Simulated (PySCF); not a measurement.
# C2H7Al: the cost of one run

Method: levels as typed in each script, gas phase, geometry from GFN2-xTB; program: PySCF 2.14.0.

**1. Starting geometry**

SMILES `C[AlH]C`, 10 atoms, charge 0, spin multiplicity 1.

Bond lengths: C1–Al2 1.990 Å, C1–H4 1.097 Å, C1–H5 1.096 Å, C1–H6 1.097 Å, Al2–C3 1.990 Å, Al2–H7 1.554 Å, C3–H8 1.097 Å, C3–H9 1.096 Å, C3–H10 1.096 Å. Angles: Al2–C1–H4 110.7°, Al2–C1–H5 113.4°, Al2–C1–H6 113.3°, H4–C1–H5 106.5°, H4–C1–H6 106.5°, H5–C1–H6 105.8°, C1–Al2–C3 128.6°, C1–Al2–H7 115.7°, C3–Al2–H7 115.8°, Al2–C3–H8 110.7°, Al2–C3–H9 113.4°, Al2–C3–H10 113.4°, H8–C3–H9 106.5°, H8–C3–H10 106.5°, H9–C3–H10 105.9°.

Geometry (Å):

```
C    -1.7927    0.3939    0.0001
Al    0.0000   -0.4695   -0.0003
C     1.7929    0.3938    0.0002
H    -2.5881   -0.3620    0.0001
H    -1.9683    1.0309    0.8750
H    -1.9681    1.0317   -0.8744
H    -0.0015   -2.0232    0.0013
H     2.5882   -0.3622   -0.0002
H     1.9685    1.0312   -0.8744
H     1.9687    1.0304    0.8751
```

**2. Removing and adding an electron (wB97X/6-31g*)**

input.py reads:

```python
import numpy as np
from pyscf import gto, scf, dft
from pyscf.scf import atom_ks, atom_hf
from scipy.linalg import block_diag

def solve(mol, dm0=None, hcore=None):
    mf = (dft.UKS if mol.spin else dft.RKS)(mol, xc='wb97x')
    mf.grids.level = 3
    mf = mf.density_fit(auxbasis='def2-universal-jkfit')
    mf.conv_tol, mf.max_cycle = 1e-8, 80
    if hcore is not None:
        mf.get_hcore = lambda *args: hcore
    mf.kernel(dm0)
    if not mf.converged:
        mf = mf.newton().run(mf.mo_coeff, mf.mo_occ, max_cycle=30)
    assert mf.converged, 'SCF not converged'
    return mf

mol = gto.M(atom='''
C     -1.79270     0.39394     0.00012
Al    -0.00002    -0.46947    -0.00032
C      1.79286     0.39377     0.00016
H     -2.58809    -0.36198     0.00005
H     -1.96832     1.03089     0.87504
H     -1.96814     1.03167    -0.87445
H     -0.00151    -2.02320     0.00130
H      2.58818    -0.36222    -0.00017
H      1.96854     1.03119    -0.87441
H      1.96868     1.03041     0.87509
''', basis='6-31g*', charge=0, spin=0, verbose=4)
mf = solve(mol)
out = dict(e0=mf.e_tot, dm0=mf.make_rdm1(), c=mf.mo_coeff, occ=mf.mo_occ, eps=mf.mo_energy)
for name, dq, spin in [('cation', 1, 1), ('anion', -1, 1)]:
    ion = mol.copy().set(charge=mol.charge + dq, spin=spin).build()
    mi = solve(ion)
    if spin and dq > 0 and mol.nao < 130:
        c, _, stable, _ = mi.stability(return_status=True)
        if not stable:
            mi = solve(ion, mi.make_rdm1(c, mi.mo_occ))
    print(name, 'vertical energy change / eV', (mi.e_tot - mf.e_tot) * 27.211386)
    out.update({'e_' + name: mi.e_tot, 'dm_' + name: mi.make_rdm1(), 's2_' + name: mi.spin_square()[0], 'eps_' + name: mi.mo_energy, 'occ_' + name: mi.mo_occ})
# spherically averaged free atoms, for the promolecule
atm = atom_ks.get_atm_nrks(mol, xc='wb97x')
pro = block_diag(*[(atm[a[0]][2] * atm[a[0]][3]) @ atm[a[0]][2].T for a in mol._atom])
np.savez('result.npz', pro=pro, **out)
```

Started as:

```sh
> OMP_NUM_THREADS=1 python input.py
```

What time and memory should one allow on 1 thread of AMD EPYC 9R45 (Zen 5), shared host?

About 21 s, with a peak of 0.44 GiB.
